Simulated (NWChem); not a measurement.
# One shape, several levels: N2 (nitrogen)

Wanted: a comparison of 6 runs (wB97X/def2-TZVPPD, B3LYP/6-31G, PBE0/def2-SVP, TPSSh/pcseg-1, M06-L/def2-TZVPPD, TPSS/def2-TZVPPD) of N2 (nitrogen). 

The calculation is run with NWChem 7.3.0.

## 1. Starting point

The species is N2 (2 atoms), meant as a singlet with charge 0. As SMILES, `N#N`. The coordinates come from a PBE0-D4/def2-TZVP relaxation.

Bond lengths: N1–N2 1.090 Å.

## 2. Energy and forces at wB97X/def2-TZVPPD (run 1)

The input, nw.nw:

```
START nw
TITLE "N2 gradient"
memory stack 880 mb heap 220 mb global 1100 mb
charge 0

GEOMETRY units angstrom noautosym nocenter noautoz
   N     0.465500   -0.150300    0.239800
   N    -0.465500    0.150300   -0.239800
END

BASIS spherical bse
   N library def2-TZVPPD
END

DFT
   xc wb97x
   mult 1
   grid xfine
   convergence energy 1e-08
   maxiter 100
   mulliken
   print low
END

TASK dft gradient
```

Command:

```bash
nwchem nw.nw > nw.out
```

The program printed:

```text
[...]
 d= 0,ls=0.0,diis     1   -109.5279308896 -1.33D+02  5.00D-03  2.82D-01     2.0
[...]
 d= 0,ls=0.0,diis     7   -109.5451242586 -5.68D-10  2.91D-07  3.32D-11    12.8
         Total DFT energy =     -109.545124258558
      One electron energy =     -194.884683824816
           Coulomb energy =       75.228205475000
    Exchange-Corr. energy =      -13.686989401964
 Nuclear repulsion energy =       23.798343493223
[...]
      Total Density - Mulliken Population Analysis
     ---------------------------------------------
    Atom       Charge   Shell Charges
 -----------   ------   -------------------------------------------------------
    1 N    7     7.00   0.82  1.15  0.64  0.84  0.40  0.02  1.44  1.28  0.33  0.02  0.05 -0.00  0.01
    2 N    7     7.00   0.82  1.15  0.64  0.84  0.40  0.02  1.44  1.28  0.33  0.02  0.05 -0.00  0.01
[...]
                         DFT ENERGY GRADIENTS
    atom               coordinates                        gradient
                 x          y          z           x          y          z
   1 N       0.879667  -0.284026   0.453156    0.003207  -0.001036   0.001652
   2 N      -0.879667   0.284026  -0.453156   -0.003207   0.001036  -0.001652
 Task  times  cpu:       23.3s     wall:       23.3s
 Total times  cpu:       23.3s     wall:       23.3s
```

Run time: 24 s. Hardware: 1 thread of Intel Xeon 6975P-C (Granite Rapids), shared host; peak memory 0.12 GiB.

## 3. Energy and gradient at B3LYP/6-31G (run 2)

The input, mymol.xyz:

```xyz
2
N2
N      0.465500    -0.150300     0.239800
N     -0.465500     0.150300    -0.239800
```

The input, run.py:

```python
from ase.io import read
from ase.calculators.nwchem import NWChem

mol = read('mymol.xyz')

calc = NWChem(
    label='mymol',
    theory='dft',
    memory='2200 mb',
    basis='6-31G',
    basispar='spherical bse',
    dft={'xc': 'b3lyp', 'mult': '1', 'grid': 'xfine', 'convergence': 'energy 1e-08', 'iterations': '100', 'mulliken': None},
)
mol.calc = calc

forces = mol.get_forces()
print(f"energy = {mol.get_potential_energy():.6f} eV")
print("forces (eV/A):")
for s, f in zip(mol.symbols, forces):
    print(f"{s:2s} {f[0]:10.5f} {f[1]:10.5f} {f[2]:10.5f}")
print("dipole (e A):", mol.get_dipole_moment().round(4))
```

Command:

```bash
export ASE_NWCHEM_COMMAND="nwchem PREFIX.nwi > PREFIX.nwo"
python run.py
```

The program printed:

```text
energy = -2978.795342 eV
forces (eV/A):
N     3.89363   -1.25717    2.00582
N    -3.89363    1.25717   -2.00582
dipole (e A): [-0.  0. -0.]
```

The calculator wrote mymol.nwi:

```
title "mymol"

permanent_dir mymol

scratch_dir mymol

start mymol

geometry units angstrom nocenter noautosym noautoz
  N  4.6550000000000002e-01 -1.5029999999999999e-01 2.3980000000000001e-01
  N  -4.6550000000000002e-01 1.5029999999999999e-01 -2.3980000000000001e-01
end

memory 2200 mb

basis spherical bse noprint
   * library 6-31G
end

dft
  xc b3lyp
  mult 1
  grid xfine
  convergence energy 1e-08
  iterations 100
  mulliken
end

task dft gradient
```

mymol.nwo:

```text
Northwest Computational Chemistry Package (NWChem) 7.3.0
             --------------------------------------------------------

           Job information
           ---------------

    nwchem branch   = 7.3.0
    use scalapack   = T
    input           = mymol.nwi
    prefix          = mymol.
    data base       = mymol/mymol.db
    status          = startup
    nproc           =        1

           Memory information
           ------------------

[... 5 lines left out ...]
    hardfail = no
[... 69 lines left out ...]
  convergence criterion.
[... 40 lines left out ...]
          Spatial weights used:  Erf1
[... 32 lines left out ...]
 1-e energy   =    -194.206931
[... 35 lines left out ...]
           Coulomb energy =       74.959294442186
[... 192 lines left out ...]
          Convergence on density requested:  1.00D-05
[... 26 lines left out ...]
          total energy or number of iterations.
[... 33 lines left out ...]
                 ----------------------------------------
                 |  Time  |  1-e(secs)   |  2-e(secs)   |
                 ----------------------------------------
                 |  CPU   |       0.00   |       0.01   |
                 ----------------------------------------
                 |  WALL  |       0.00   |       0.01   |
                 ----------------------------------------

 Task  times  cpu:        0.6s     wall:        0.6s
 Total times  cpu:        0.6s     wall:        0.6s
```

It took 1.5 s on 1 thread of Intel Xeon 6975P-C (Granite Rapids), shared host; peak memory 0.11 GiB.

Runs 3 to 5 aren't shown in full; the table further down has their settings and results.

## 4. Energy and gradient at TPSS/def2-TZVPPD (run 6)

The input, input.xyz:

```xyz
2

N      0.465500    -0.150300     0.239800
N     -0.465500     0.150300    -0.239800
```

The input, run.py:

```python
from ase.io import read
from ase.calculators.nwchem import NWChem

mol = read('input.xyz')

calc = NWChem(
    label='input',
    theory='dft',
    memory='2200 mb',
    basis='def2-TZVPPD',
    basispar='spherical bse',
    dft={'xc': 'xtpss03 ctpss03', 'mult': '1', 'grid': 'xfine', 'convergence': 'energy 1e-08', 'iterations': '100', 'mulliken': None},
)
mol.calc = calc

forces = mol.get_forces()
print(f"energy = {mol.get_potential_energy():.6f} eV")
print("forces (eV/A):")
for s, f in zip(mol.symbols, forces):
    print(f"{s:2s} {f[0]:10.5f} {f[1]:10.5f} {f[2]:10.5f}")
print("dipole (e A):", mol.get_dipole_moment().round(4))
```

Command:

```bash
export ASE_NWCHEM_COMMAND="nwchem PREFIX.nwi > PREFIX.nwo"
python run.py
```

The program printed:

```text
energy = -2982.068129 eV
forces (eV/A):
N     1.34160   -0.43318    0.69111
N    -1.34160    0.43318   -0.69111
dipole (e A): [-0.  0. -0.]
```

The calculator wrote input.nwi:

```
title "input"

permanent_dir input

scratch_dir input

start input

geometry units angstrom nocenter noautosym noautoz
  N  4.6550000000000002e-01 -1.5029999999999999e-01 2.3980000000000001e-01
  N  -4.6550000000000002e-01 1.5029999999999999e-01 -2.3980000000000001e-01
end

memory 2200 mb

basis spherical bse noprint
   * library def2-TZVPPD
end

dft
  xc xtpss03 ctpss03
  mult 1
  grid xfine
  convergence energy 1e-08
  iterations 100
  mulliken
end

task dft gradient
```

input.nwo:

```text
Northwest Computational Chemistry Package (NWChem) 7.3.0
             --------------------------------------------------------

           Job information
           ---------------

    nwchem branch   = 7.3.0
    use scalapack   = T
    input           = input.nwi
    prefix          = input.
    data base       = input/input.db
    status          = startup
    nproc           =        1

           Memory information
           ------------------

[... 5 lines left out ...]
    hardfail = no
[... 69 lines left out ...]
  convergence criterion.
[... 36 lines left out ...]
          Spatial weights used:  Erf1
[... 32 lines left out ...]
 1-e energy   =    -194.221167
[... 40 lines left out ...]
           Coulomb energy =       75.305617371907
[... 589 lines left out ...]
          Convergence on density requested:  1.00D-05
[... 22 lines left out ...]
          total energy or number of iterations.
[... 33 lines left out ...]
                 ----------------------------------------
                 |  Time  |  1-e(secs)   |  2-e(secs)   |
                 ----------------------------------------
                 |  CPU   |       0.00   |       0.79   |
                 ----------------------------------------
                 |  WALL  |       0.00   |       0.79   |
                 ----------------------------------------

 Task  times  cpu:        5.9s     wall:        5.9s
 Total times  cpu:        5.9s     wall:        5.9s
```

Wall time 6.9 s (1 thread of Intel Xeon 6975P-C (Granite Rapids), shared host); peak memory 0.13 GiB.

## 5. The series

| run | level | energy (Eh) | largest force (eV/Å) | wall time |
| --- | --- | --- | --- | --- |
| 1 | wB97X/def2-TZVPPD | -109.545124 | 0.193 | 24 s |
| 2 | B3LYP/6-31G | -109.468711 | 4.557 | 1.5 s |
| 3 | PBE0/def2-SVP | -109.314929 | 1.390 | 1.4 s |
| 4 | TPSSh/pcseg-1 | -109.507003 | 2.236 | 1.9 s |
| 5 | M06-L/def2-TZVPPD | -109.558337 | 0.864 | 7.2 s |
| 6 | TPSS/def2-TZVPPD | -109.588983 | 1.570 | 6.9 s |

## 6. What came out

| quantity | value |
| --- | --- |
| run 6: total energy | -109.58898 Eh |
| run 6: dipole moment | 0.00 D |
| run 6: HOMO energy | -10.42 eV |
| run 6: LUMO energy | -1.63 eV |
| run 6: HOMO–LUMO gap | 8.79 eV |
| run 6: largest force on an atom | 1.570 eV/Å |

**Reading.** Over runs 2, 3, 5, 6 the HOMO–LUMO gap runs from 8.79 eV (TPSS/def2-TZVPPD) to 11.82 eV (PBE0/def2-SVP). The two ends differ in method and basis. Totals of different functionals can't be ranked against each other. All runs together took 43 s, the longest 24 s.
